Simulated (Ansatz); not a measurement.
# CH4 (triplet): wave-function methods side by side at distance H1–H2 along a hydrogen transfer = 1.115 Å, cc-pVDZ

How much of the correlation energy of CH4 (triplet) does each wave-function method recover here?

Program: Ansatz 0.2.0, Gaussian basis. Level of theory: cc-pVDZ, core rule «outside noble gas», up to 1 orbitals frozen. These are calculated values, not measurements.

To be run: UHF; CCSD(T) on ROHF; CCSD(T) on UHF; BCCD(T) on ROHF; CISD; CCSDT(Q) on ROHF; CCSDT(Q) on UHF; CISDTQ; CCSDTQ on ROHF; CCSDTQ on UHF; CASSCF and MRCISD+Q, 4 electrons in 4 orbitals; CASSCF and NEVPT2, 4 electrons in 4 orbitals; CASSCF and MRCISD+Q, 8 electrons in 8 orbitals; CASSCF and NEVPT2, 8 electrons in 8 orbitals; Full CI.

### Step 1. What is computed

The geometry derives from fragments relaxed apart (PBE0/def2-TZVP) and kept rigid, so it is no stationary point. A hydrogen atom is moved between rigid fragments.

5 atoms, charge 0, spin multiplicity 3.

Atoms are counted from 1 here; the program's logs count them from 0.

Bond lengths: H2–C3 1.238 Å, C3–H4 1.079 Å, C3–H5 1.079 Å. Angles: H2–C3–H4 112.6°, H2–C3–H5 112.6°, H4–C3–H5 134.8°.

### Step 2. UHF

Input file in.yaml:

```yaml
crystal:
  periodic: [false, false, false]
  atoms:
    - {symbol: H, position_ang: [-2.179461, 0.000000, 0.000000]}
    - {symbol: H, position_ang: [-1.064461, 0.000000, 0.000000]}
    - {symbol: C, position_ang: [0.173539, 0.000000, 0.000000]}
    - {symbol: H, position_ang: [0.588007, 0.000000, 0.996161]}
    - {symbol: H, position_ang: [0.588007, 0.000000, -0.996161]}
basis:
  gaussian: {orbitals: cc-pVDZ}
magnetization: {spin_polarized: true, initial_magnetization: 2}
hamiltonian: {xc: hf}
output: {orbitals: {seedname: orbitals}}
```

On the command line:

```sh
> ansatz run in.yaml --threads 1 --pin off --events-out ev --progress --plain --max-ram 3956MiB --backend cpu
```

After this run come: CCSD(T) on ROHF; CCSD(T) on UHF; BCCD(T) on ROHF; CISD; CCSDT(Q) on ROHF; CCSDT(Q) on UHF; CISDTQ; CCSDTQ on ROHF; CCSDTQ on UHF; CASSCF and MRCISD+Q, 4 electrons in 4 orbitals; CASSCF and NEVPT2, 4 electrons in 4 orbitals; CASSCF and MRCISD+Q, 8 electrons in 8 orbitals; CASSCF and NEVPT2, 8 electrons in 8 orbitals; Full CI.

Before running them: what should the planned runs give, taken together? Wanted: FCI below the RHF energy; RMP2 from FCI; UMP2 from FCI; RCCSD from FCI; RCCSD(T) from FCI; UCCSD(T) from FCI; RCCSDT(Q) from FCI; UCCSDT(Q) from FCI; NEVPT2 pair from FCI.

As calculated:

| quantity | value |
| --- | --- |
| FCI below the RHF energy | -4.7567 eV |
| RMP2 from FCI | +821.6 meV |
| UMP2 from FCI | +828.6 meV |
| RCCSD from FCI | +108.9 meV |
| RCCSD(T) from FCI | +18.6 meV |
| UCCSD(T) from FCI | +18.3 meV |
| RCCSDT(Q) from FCI | +0.4 meV |
| UCCSDT(Q) from FCI | -0.3 meV |
| NEVPT2 pair from FCI | +748.0 meV |
| MRCISD+Q pair from FCI | +13.3 meV |
| NEVPT2 valence from FCI | +669.2 meV |
| levels within 1 kcal/mol (43 meV) | RCCSD(T), UCCSD(T), BCCD(T), RCCSDT, UCCSDT, CISDTQ, RCCSDT(Q), UCCSDT(Q), RCCSDTQ, UCCSDTQ, MRCISD+Q pair, MRCISD+Q valence |
| T1 diagnostic | 0.028 |
| effectively unpaired electrons | 2.03 |

In words: RCCSD(T) misses by +18.6 meV, 0.4 % of the correlation energy. One determinant dominates. Of the multireference levels listed MRCISD+Q valence comes nearest in total energy (+10.5 meV), which doesn't show that its space is the better one. These misses are within one basis, not against nature; the frozen cores of restricted and unrestricted runs differ, which can shift their rows.
